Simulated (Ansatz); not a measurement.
CH2S2, singlet: a trajectory.

in.yaml

```yaml
crystal:
  periodic: [false, false, false]
  atoms:
    - {symbol: H, position_ang: [-0.307120, -0.257858, -2.046537]}
    - {symbol: H, position_ang: [0.233564, 0.250538, -1.966419]}
    - {symbol: S, position_ang: [1.153470, 1.061028, 1.296812]}
    - {symbol: C, position_ang: [0.024537, 0.002433, 1.339739]}
    - {symbol: S, position_ang: [-1.104351, -1.056041, 1.376404]}
basis:
  gaussian: {orbitals: def2-SVP}
hamiltonian: {xc: pbe0, dispersion: d4}
md: {n_steps: 30, timestep: 0.75, temperature: 100, ensemble: nvt_nose_hoover, seed: 56, initial_velocities: maxwell_boltzmann}
```

Launched with

```bash
ansatz run in.yaml --threads 2 --pin off --events-out ev --progress --plain --max-ram 5222MiB
```

What Ansatz 0.2.0 printed:

```
Functional definition: PBE0
  name "PBE0"
  cite "Adamo & Barone, J. Chem. Phys. 110, 6158 (1999) doi:10.1063/1.478522"
  cite "Perdew, Burke & Ernzerhof, Phys. Rev. Lett. 77, 3865 (1996) doi:10.1103/PhysRevLett.77.3865"
  parent pbe
  parameter a = 0.25
  parameter kappa = 0.804
  parameter beta = 0.06672455060314922
  exchange = (1 - a)*pbe_x(kappa = kappa, mu = beta*pi^2/3) + a*exact_x
  correlation = pbe_c(beta = beta)
615 factors; integrals over basis functions are off by at most 2.5e-4 eV
mean field evaluation 1: about -22721.7163 eV, gradient 2.2e1 eV
mean field evaluation 2: about -22718.7508 eV, gradient 3.9e1 eV
mean field evaluation 4: about -22722.9053 eV, gradient 4.5e-1 eV
mean field evaluation 8: about -22722.9248 eV, gradient 1.3e-1 eV
mean field -22722.92488775 eV, -835.0520874730 hartree, gradient 3.5e-5 eV, S^2 0.000000; 0 other end points of the search recorded, 0 dependent functions left out
the calculation of the forces begins
reference -22722.92490388 eV, -835.0520880659 hartree; 20, 20 occupied and 40, 40 virtual orbitals, 615 factors
md step     0: t =     0.00 fs  T =   100.0 K  F+E_penalty+E_count = -22723.00841930 eV  E_kin = 0.038778 eV  conserved = -22722.96964130 eV  (25 SCF iters)
md step     1: t =     0.75 fs  T =    95.2 K  F+E_penalty+E_count = -22723.00647436 eV  E_kin = 0.036923 eV  conserved = -22722.96955187 eV  (23 SCF iters)
md step     2: t =     1.50 fs  T =    97.9 K  F+E_penalty+E_count = -22723.00778835 eV  E_kin = 0.037967 eV  conserved = -22722.96982148 eV  (24 SCF iters)
md step     3: t =     2.25 fs  T =    99.4 K  F+E_penalty+E_count = -22723.00856228 eV  E_kin = 0.038538 eV  conserved = -22722.97002490 eV  (24 SCF iters)
md step     4: t =     3.00 fs  T =    92.7 K  F+E_penalty+E_count = -22723.00582938 eV  E_kin = 0.035942 eV  conserved = -22722.96988803 eV  (24 SCF iters)
md step     5: t =     3.75 fs  T =    82.2 K  F+E_penalty+E_count = -22723.00150840 eV  E_kin = 0.031886 eV  conserved = -22722.96962419 eV  (24 SCF iters)
md step     6: t =     4.50 fs  T =    77.2 K  F+E_penalty+E_count = -22722.99948481 eV  E_kin = 0.029930 eV  conserved = -22722.96955740 eV  (24 SCF iters)
md step     7: t =     5.25 fs  T =    79.9 K  F+E_penalty+E_count = -22723.00075811 eV  E_kin = 0.031002 eV  conserved = -22722.96976071 eV  (24 SCF iters)
md step     8: t =     6.00 fs  T =    83.4 K  F+E_penalty+E_count = -22723.00231148 eV  E_kin = 0.032326 eV  conserved = -22722.96999301 eV  (24 SCF iters)
md step     9: t =     6.75 fs  T =    79.6 K  F+E_penalty+E_count = -22723.00079309 eV  E_kin = 0.030871 eV  conserved = -22722.96993233 eV  (24 SCF iters)
md step    10: t =     7.50 fs  T =    71.0 K  F+E_penalty+E_count = -22722.99716087 eV  E_kin = 0.027549 eV  conserved = -22722.96962562 eV  (24 SCF iters)
md step    11: t =     8.25 fs  T =    67.8 K  F+E_penalty+E_count = -22722.99578923 eV  E_kin = 0.026278 eV  conserved = -22722.96952996 eV  (24 SCF iters)
md step    12: t =     9.00 fs  T =    72.8 K  F+E_penalty+E_count = -22722.99801951 eV  E_kin = 0.028244 eV  conserved = -22722.96979902 eV  (23 SCF iters)
md step    13: t =     9.75 fs  T =    77.5 K  F+E_penalty+E_count = -22723.00005432 eV  E_kin = 0.030071 eV  conserved = -22722.97001337 eV  (24 SCF iters)
md step    14: t =    10.50 fs  T =    74.6 K  F+E_penalty+E_count = -22722.99876344 eV  E_kin = 0.028914 eV  conserved = -22722.96988761 eV  (24 SCF iters)
md step    15: t =    11.25 fs  T =    67.8 K  F+E_penalty+E_count = -22722.99589224 eV  E_kin = 0.026311 eV  conserved = -22722.96962697 eV  (24 SCF iters)
md step    16: t =    12.00 fs  T =    66.4 K  F+E_penalty+E_count = -22722.99526908 eV  E_kin = 0.025765 eV  conserved = -22722.96955828 eV  (24 SCF iters)
md step    17: t =    12.75 fs  T =    72.8 K  F+E_penalty+E_count = -22722.99791704 eV  E_kin = 0.028219 eV  conserved = -22722.96976187 eV  (24 SCF iters)
md step    18: t =    13.50 fs  T =    79.6 K  F+E_penalty+E_count = -22723.00081159 eV  E_kin = 0.030885 eV  conserved = -22722.97000137 eV  (24 SCF iters)
md step    19: t =    14.25 fs  T =    79.0 K  F+E_penalty+E_count = -22723.00049114 eV  E_kin = 0.030628 eV  conserved = -22722.96995101 eV  (24 SCF iters)
md step    20: t =    15.00 fs  T =    72.8 K  F+E_penalty+E_count = -22722.99776529 eV  E_kin = 0.028219 eV  conserved = -22722.96964643 eV  (26 SCF iters)
md step    21: t =    15.75 fs  T =    71.0 K  F+E_penalty+E_count = -22722.99698085 eV  E_kin = 0.027551 eV  conserved = -22722.96954323 eV  (24 SCF iters)
md step    22: t =    16.50 fs  T =    77.1 K  F+E_penalty+E_count = -22722.99958352 eV  E_kin = 0.029902 eV  conserved = -22722.96980916 eV  (24 SCF iters)
md step    23: t =    17.25 fs  T =    82.3 K  F+E_penalty+E_count = -22723.00181924 eV  E_kin = 0.031934 eV  conserved = -22722.97002933 eV  (24 SCF iters)
md step    24: t =    18.00 fs  T =    79.2 K  F+E_penalty+E_count = -22723.00047126 eV  E_kin = 0.030724 eV  conserved = -22722.96990796 eV  (24 SCF iters)
md step    25: t =    18.75 fs  T =    71.6 K  F+E_penalty+E_count = -22722.99721415 eV  E_kin = 0.027748 eV  conserved = -22722.96964361 eV  (24 SCF iters)
md step    26: t =    19.50 fs  T =    68.5 K  F+E_penalty+E_count = -22722.99592670 eV  E_kin = 0.026554 eV  conserved = -22722.96956657 eV  (24 SCF iters)
md step    27: t =    20.25 fs  T =    72.7 K  F+E_penalty+E_count = -22722.99775819 eV  E_kin = 0.028205 eV  conserved = -22722.96976401 eV  (24 SCF iters)
md step    28: t =    21.00 fs  T =    77.4 K  F+E_penalty+E_count = -22722.99977998 eV  E_kin = 0.030007 eV  conserved = -22722.97000362 eV  (24 SCF iters)
md step    29: t =    21.75 fs  T =    74.3 K  F+E_penalty+E_count = -22722.99853532 eV  E_kin = 0.028830 eV  conserved = -22722.96995602 eV  (24 SCF iters)
md step    30: t =    22.50 fs  T =    65.6 K  F+E_penalty+E_count = -22722.99480597 eV  E_kin = 0.025429 eV  conserved = -22722.96964736 eV  (26 SCF iters)
Total energy: -22722.99482225 eV, -835.0546575185 hartree
Atom 0 at    -0.367413    -0.494190    -2.027230 Å, force    -0.240627    -0.474814     0.032366 eV/Å
Atom 1 at    -0.043227     0.177622    -2.057752 Å, force     0.245766     0.480205    -0.021203 eV/Å
Atom 2 at     1.162929     1.079275     1.308410 Å, force    -0.157755    -0.376421     0.107577 eV/Å
Atom 3 at     0.058765    -0.025308     1.367927 Å, force    -0.195186     0.279830    -0.226575 eV/Å
Atom 4 at    -1.116035    -1.054172     1.356510 Å, force     0.347802     0.091200     0.107836 eV/Å
Dipole moment:    -0.004446     0.003150     0.006453 e Å

[the SCF lines of later steps are left out]
```

The run took about 24 s on 2 CPU threads of an Arm Neoverse V1 (shared host).
